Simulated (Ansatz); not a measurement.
Molecule: C₃H₇O (charge 0, doublet). It need not be the lowest isomer of its formula. 
Geometry from a B3LYP-D3(BJ)/def2-TZVP (Ansatz, a quantum-chemistry and plane-wave program) optimisation:
```xyz
11

O     -0.0463    -0.6730     0.0909
C     -0.0529     0.7325    -0.0547
C      1.2330    -1.2347    -0.0943
C     -1.4238     1.2502     0.1161
H      0.6345     1.1953     0.6759
H      0.3490     1.0038    -1.0511
H      1.1365    -2.3116     0.0333
H      1.6218    -1.0264    -1.0999
H      1.9514    -0.8503     0.6417
H     -2.2625     0.5707     0.0934
H     -1.5973     2.3147     0.1765
```
Charge 0, spin multiplicity 2.

Total electronic energies in hartree. Correlated levels leave the core frozen unless marked. UHF or UKS for open shells. No spin-orbit coupling. Non-relativistic. CBS(X,Y): correlation extrapolated as X^-3; Hartree-Fock from the larger set. The bracket is a focal-point correction in the basis named.

```tsv
level	program	energy (Eh)
RI-HF/cc-pVTZ	Ansatz	-192.54506
PBE/def2-TZVPD	Ansatz	-193.49623
PBE-D4/def2-TZVPD	Ansatz + dftd4	-193.50180
revPBE/def2-TZVPD	Ansatz	(withheld)
r2SCAN/def2-TZVPD	Ansatz	-193.63503
r2SCAN-D3(BJ)/def2-TZVPD	Ansatz + dftd3	-193.63670
r2SCAN-D4/def2-TZVPD	Ansatz + dftd4	-193.63646
B3LYP-D3(BJ)/def2-TZVPD	Ansatz + dftd3	-193.76509
B3LYP/def2-TZVPD	Ansatz	-193.75505
PBE0/6-31G*	Ansatz	-193.43705
PBE0-D3(BJ)/def2-TZVP	Ansatz + dftd3	(withheld)
PBE0-D3(BJ)/def2-TZVPD	Ansatz + dftd3	-193.52258
r2SCANh-D4/def2-TZVPD	Ansatz + dftd4	-193.62796
r2SCANh/def2-TZVPD	Ansatz	-193.62648
LC-wPBE-D4/def2-TZVPD	Ansatz + dftd4	-193.63660
wB97M-V/def2-TZVPD	Ansatz	-193.64760
B2GP-PLYP-D3(BJ)/def2-TZVPD	Ansatz + dftd3	-193.54074
PBE-QIDH/def2-TZVPD	Ansatz	-193.48335
RI-MP2/aug-cc-pVTZ	Ansatz	-193.29305
CCSD/6-31G*	Ansatz	-193.05816
CCSD/aug-cc-pVDZ	Ansatz	-193.16514
CCSD(T)/aug-cc-pVDZ	Ansatz	-193.18576
RI-MP2/CBS(cc-pVTZ,cc-pVQZ)+[CCSD(T)-MP2]/cc-pVDZ	Ansatz	-193.4467
```

Question: Some entries are withheld; supply them.

Answer: 
- revPBE/def2-TZVPD, energy (Eh): -193.68520
- PBE0-D3(BJ)/def2-TZVP, energy (Eh): -193.52125
